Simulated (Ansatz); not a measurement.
Correlation energies of CH8AlN (`C[NH2+][AlH3-]`) by basis set

```xyz
11

C    -1.032   -0.937   -0.003
N    -0.534    0.439    0.149
Al    1.488    0.614   -0.116
H    -2.112   -1.006    0.146
H    -0.778   -1.290   -1.001
H    -0.523   -1.572    0.721
H    -0.761    0.797    1.072
H    -0.992    1.056   -0.516
H     1.653    2.194    0.110
H     1.989   -0.359    1.059
H     1.602    0.064   -1.620
```

The species carries charge 0 and has multiplicity 1. All single points use the PBE0-D4/def2-TZVP geometry. Frozen core, restricted reference, Ansatz 0.2.0. CBS rows extrapolate triple and quadruple zeta; past MP2 they add the triple-zeta difference.

```tsv
basis	HF (Eh)	MP2 corr.	CCSD corr.	(T)	CCSD(T) total
def2-SVP	-338.75132	?	-0.46023	-0.01047	?
def2-TZVPP	?	-0.50522	?	-0.01735	?
def2-QZVPP	?	-0.53880	–	–	–
CBS(def2)	-338.95880	-0.56368	-0.61026	as TZ	-339.58641
```

(1) Fill in the withheld values. (Best estimate.)

Results:

(1) The calculation gave: def2-SVP MP2 corr.: -0.40906; def2-SVP CCSD(T) total: -339.22202; def2-TZVPP HF (Eh): -338.94478; def2-TZVPP CCSD corr.: -0.55180; def2-TZVPP CCSD(T) total: -339.51393; def2-QZVPP HF (Eh): -338.95711.
